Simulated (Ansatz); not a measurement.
## A ladder of methods for H3PO2 (SMILES O=[PH2]O)

H3PO2 has 6 atoms, charge 0, and is taken as a singlet. SMILES: `O=[PH2]O`. Geometry: relaxed at GFN2-xTB. This is one conformer, not always the lowest.

```xyz
6

O    -0.2881   -1.5169   -0.9086
P    -0.1619   -0.1801   -0.3715
O     0.5355   -0.1851    1.0669
H    -1.3513    0.5063   -0.1566
H     0.6162    0.7035   -1.1105
H     0.6496    0.6723    1.4802
```

Each level gives the energy change with the O3–H6 bond stretched from 0.959 to 2.396 Å (eV). The values are calculated.

```json
{"level": "HF/STO-3G (restricted)", "kind": "Hartree–Fock", "program": "Ansatz", "value (eV)": "9.84", "less FCI/STO-3G": "+5.69", "CPU time (all runs)": "0.28 s"}
{"level": "SVWN5/STO-3G (restricted)", "kind": "LDA", "program": "Ansatz", "value (eV)": "6.02", "less FCI/STO-3G": "+1.87", "CPU time (all runs)": "2 s"}
{"level": "B3LYP/STO-3G (restricted)", "kind": "global hybrid", "program": "Ansatz", "value (eV)": "6.41", "less FCI/STO-3G": "+2.26", "CPU time (all runs)": "3.2 s"}
{"level": "r2SCAN0/STO-3G (restricted)", "kind": "hybrid meta-GGA", "program": "Ansatz", "value (eV)": "7.17", "less FCI/STO-3G": "+3.02", "CPU time (all runs)": "6.6 s"}
{"level": "wB97M-V/STO-3G (restricted)", "kind": "range-separated hybrid", "program": "Ansatz", "value (eV)": "7.37", "less FCI/STO-3G": "+3.22", "CPU time (all runs)": "52 s"}
{"level": "CCSD(T)/STO-3G (restricted)", "kind": "coupled cluster or CI", "program": "Ansatz", "value (eV)": "4.06", "less FCI/STO-3G": "-0.09", "CPU time (all runs)": "0.54 s"}
{"level": "CCSD/STO-3G (restricted)", "kind": "coupled cluster or CI", "program": "Ansatz", "value (eV)": "4.34", "less FCI/STO-3G": "+0.19", "CPU time (all runs)": "0.52 s"}
{"level": "CCSDT(Q)/STO-3G (restricted)", "kind": "coupled cluster or CI", "program": "Ansatz", "value (eV)": "4.13", "less FCI/STO-3G": "-0.02", "CPU time (all runs)": "1.7 s"}
{"level": "FCI/STO-3G", "kind": "exact in the basis", "program": "Ansatz", "value (eV)": "4.15", "less FCI/STO-3G": "0.00", "CPU time (all runs)": "2.7 min"}
```

FCI/STO-3G is exact within its basis and frozen core, so for wave-function methods in that basis the difference is their error; functionals converge differently with the basis, so for them it is only a difference. A spin-restricted reference rises too steeply as a bond breaks; here HF/STO-3G, SVWN5/STO-3G, B3LYP/STO-3G, r2SCAN0/STO-3G, wB97M-V/STO-3G lie well above the multireference or unrestricted value. The first shape isn't each level's own minimum. The values span 4.06 to 9.84 eV. All rows use very small basis sets, so none should be taken for the real molecule's value. Times are those of the runs behind each value, whatever else they computed, on shared processors of several kinds: orders of magnitude only.
